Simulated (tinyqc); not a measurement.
Worked calculation: harmonic frequencies on the RHF/sto-6g surface (energies and gradients from PySCF), for H2O, spin multiplicity 1. Computed by tinyqc, a small Python program that keeps every step (integrals from PySCF). Settings: charge = 0, multiplicity = 1, basis = sto-6g, delta = 0.002. Command: `OMP_NUM_THREADS=1 python tinyqc.py 28343 28344 out.jsonl` (the two numbers bound the seeds that draw the settings). One thread of a shared host (Intel(R) Xeon(R) Processor @ 2.60GHz), about 4 s of CPU time with the checks.

## One row of the Hessian: 2Hy

optimised positions (bohr):
```
           x         y         z
1O  -0.00067   0.00419  -0.10589
2H   0.04794   1.42767   1.09643
3H   0.03965  -1.42808   1.08627
```

gradient at +delta (hartree/bohr):
```
             x           y           z
1O  -0.0000179  -0.0007774  -0.0004246
2H   0.0000224   0.0008585   0.0005402
3H  -0.0000045  -0.0000811  -0.0001156
```

gradient at -delta (hartree/bohr):
```
             x           y           z
1O   0.0000178   0.0007927   0.0004213
2H  -0.0000226  -0.0008577  -0.0005457
3H   0.0000048   0.0000650   0.0001243
```

Displace 2Hy by +/-0.002 bohr; H(k, :) = (g(+) - g(-)) / (2 delta).

row of the Hessian (hartree/bohr^2): 1Ox -0.0089427, 1Oy -0.3925294, 1Oz -0.2114839, 2Hx 0.0112717, 2Hy 0.4290490, 2Hz 0.2714594, 3Hx -0.0023290, 3Hy -0.0365196, 3Hz -0.0599756

## Hessian by finite differences

All rows are made in the same way, and the matrix is symmetrised.

Hessian (symmetrised) (hartree/bohr^2), lower triangle:
```
            1Ox         1Oy         1Oz        2Hx         2Hy        2Hz         3Hx         3Hy
1Ox   0.0008714
1Oy   0.0022042   0.7890200
1Oz   0.0231966   0.0005324   0.6244209
2Hx  -0.0004918  -0.0133840  -0.0122550  0.0004691
2Hy  -0.0089426  -0.3925294  -0.2114835  0.0112716   0.4290490
2Hz  -0.0125860  -0.3310469  -0.3141433  0.0117737   0.2714589  0.2967192
3Hx  -0.0003795   0.0111799  -0.0109417  0.0000227  -0.0023290  0.0008123   0.0003568
3Hy   0.0067385  -0.3964906   0.2109511  0.0021124  -0.0365196  0.0595880  -0.0088509   0.4330102
3Hz  -0.0106107   0.3305145  -0.3102777  0.0004813  -0.0599754  0.0174242   0.0101294  -0.2705390

           3Hz
3Hz  0.2928537
```

## Normal modes

masses (u): 1O 15.99492, 2H 2.01410, 3H 1.00782

Diagonalise H_ij / sqrt(m_i m_j); the 6 smallest eigenvalues belong to translations and rotations; wavenumber = sqrt(eigenvalue / 1822.888) x 219474.63; each mode has its largest component positive (the first on a tie); zero-point energy = sum of wavenumbers / 2, with 349.755 1/cm per kcal/mol. A mass of 2.014 u marks deuterium.

eigenvalues of the mass-weighted Hessian (hartree/(bohr^2 u)): 0.00000  0.00000  0.00000  0.00000  0.00000  0.00001  0.13566  0.35468  0.67924

harmonic wavenumbers of the vibrations (1/cm): 1893.4  3061.4  4236.6

mass-weighted modes:
```
       mode 1    mode 2    mode 3
1Ox  -0.01095  -0.00868   0.00408
1Oy   0.00331  -0.23478  -0.20938
1Oz  -0.29507  -0.21605   0.12534
2Hx   0.01428   0.02374   0.00272
2Hy  -0.36703   0.73731   0.05341
2Hz   0.41184   0.58419   0.06936
3Hx   0.02344   0.00100  -0.02009
3Hy   0.50569  -0.10698   0.75861
3Hz   0.59330   0.03487  -0.59738
```

zero-point energy = 13.13967 kcal/mol
